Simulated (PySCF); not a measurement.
Fill in the blanks.

Fulvene, C₆H₆.
SMILES with atom numbers: `[CH2:1]=[C:2]1[CH:3]=[CH:4][CH:5]=[CH:6]1` (hydrogens: H7, H8 on C1; H9 on C3; H10 on C4; H11 on C5; H12 on C6)

| property | level | value |
| --- | --- | --- |
| point group | PBE0-D3(BJ)/def2-SVP | C2v |
| rotational constants A, B, C | PBE0-D3(BJ)/def2-SVP | ? |
| dipole moment | PBE0/pcSseg-1 | 0.69 D |
| HOMO energy | PBE0/pcSseg-1 | -6.39 eV |
| LUMO energy | PBE0/pcSseg-1 | -1.96 eV |
| 13C chemical shifts (computed TMS as zero) by class | GIAO PBE0/pcSseg-1 | 159.5 (C2), 141.4 (C4/C5), 133.7 (C1), 130.6 (C3/C6) ppm |
| 1H chemical shifts (computed TMS as zero) by class | GIAO PBE0/pcSseg-1 | ? |
| largest of the computed one-bond spin–spin couplings (means over like bonds) | B3LYP/pcJ-1, spin–dipole term left out | ? |

The electronic properties come from PySCF, for the isolated species, density fitting. Geometry: PBE0-D3(BJ)/def2-SVP; no solvent, vibrations or thermal averaging.

Give the largest of the computed one-bond spin–spin couplings (means over like bonds).

13C–1H +181.8 (C3–H9 and 1 like it), 13C–1H +175.2 (C4–H10 and 1 like it), 13C–1H +169.4 (C1–H7 and 1 like it), 13C–13C +75.1 (C1–C2), 13C–13C +72.5 (C3–C4 and 1 like it), 13C–13C +53.9 (C2–C3 and 1 like it), 13C–13C +53.8 (C4–C5) Hz.

What are the rotational constants A, B, C?

8.211, 3.811, 2.603 GHz.

Give the 1H chemical shifts (computed TMS as zero) by class.

6.61 (H10/H11), 6.30 (H9/H12), 6.08 (H7/H8) ppm.

With B = h/(8π²I), that is 505.379 GHz u Å² over I, the principal moments of inertia are 61.6, 132.6 and 194.2 u Å² (most abundant isotopes). The dipole equals about 2.3 × 10⁻³⁰ C·m (1 D = 3.33564 × 10⁻³⁰ C·m). The rotational constants make it an asymmetric top with κ = (2B − A − C)/(A − C) = -0.57, nearer the prolate limit (−1).

For the NMR shielding job (PBE0/pcSseg-1), hardware: one thread, Arm Neoverse V2, no GPU, on a shared host. Cost: 9.2 s.
